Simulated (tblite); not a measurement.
C4H7S (charge -1).
SMILES with atom numbers: `[CH3:1]/[CH:2]=[C:3](/[CH3:4])[S-:5]` (hydrogens: H6, H7, H8 on C1; H9 on C2; H10, H11, H12 on C4)

Method: GFN2-xTB as coded in tblite; computed harmonic values from a numerical Hessian at the method's own geometry, unscaled. Errors from tens to a few hundred cm⁻¹ against measured bands are possible.

Harmonic wavenumbers (cm⁻¹): 100.4, 137.9, 213.8, 220.7, 330.7, 434.3, 505.3, 685.6, 693.4, 932.4, 1004.2, 1020.0, 1055.3, 1105.3, 1140.4, 1302.5, 1387.6, 1390.8, 1490.2, 1492.4, 1503.1, 1507.8, 1645.1, 2879.6, 2912.6, 2932.2, 2945.9, 2961.8, 2981.4, 3019.0.

A = 5064, B = 3443, C = 2103 MHz; mass 87.027 u (most abundant isotopes); point group Cs, symmetry number 1.

Zero-point energy?

Half the sum of the wavenumbers: 20966 cm⁻¹ = 59.94 kcal/mol.

What is S at 400 K and 1 bar for an ideal gas of classical rigid rotors and harmonic oscillators?

Translation 40.79, rotation 27.45, vibration 19.75: S = 88.0 cal/(mol K).

And Cp and H(400 K) − H(0)?

Cp = 29.53 cal/(mol K), of which vibrations give 21.58 (their classical limit is 30 R = 59.6); H(400 K) − H(0) = 7.50 kcal/mol without the zero-point energy, 4.33 from vibrations.

Which modes carry the vibrational entropy at 400 K?

100.4 cm⁻¹: 4.02; 137.9 cm⁻¹: 3.40; 213.8 cm⁻¹: 2.56; 220.7 cm⁻¹: 2.50; 330.7 cm⁻¹: 1.76; 434.3 cm⁻¹: 1.29 cal/(mol K); the other 24 give 4.23 together.

Blend soft modes into free rotors: weight 1/[1 + (100 cm⁻¹/ν̃)⁴] for the oscillator and the rest for a rotor with moment μB/(μ + B), μ = h/(8π²ν), B = 10⁻⁴⁴ kg m². What vibrational entropy results?

19.18 cal/(mol K) in place of 19.75, which changes −T·S at 400 K by +0.23 kcal/mol.

How do the functions run with temperature in this model?

```
 T (K)  S (cal/(mol K))  Cp (cal/(mol K))  H − H(0) (kcal/mol)  G − H(0) (kcal/mol)  ln q(vib)
    50             52.4               9.9                 0.42                -2.20       0.08
   100             60.5              13.6                 1.02                -5.03       0.52
298.15             80.1              24.1                 4.77               -19.12       3.11
373.15             86.0              28.1                 6.73               -25.36       4.13
   500             95.1              34.4                10.70               -36.85       5.86
   750            110.9              43.7                20.53               -62.66       9.19
  1000            124.4              50.0                32.29               -92.12      12.35
```

q(vib) and H(0) count from the zero-point level.

Hindered rotation and anharmonicity are outside this model.
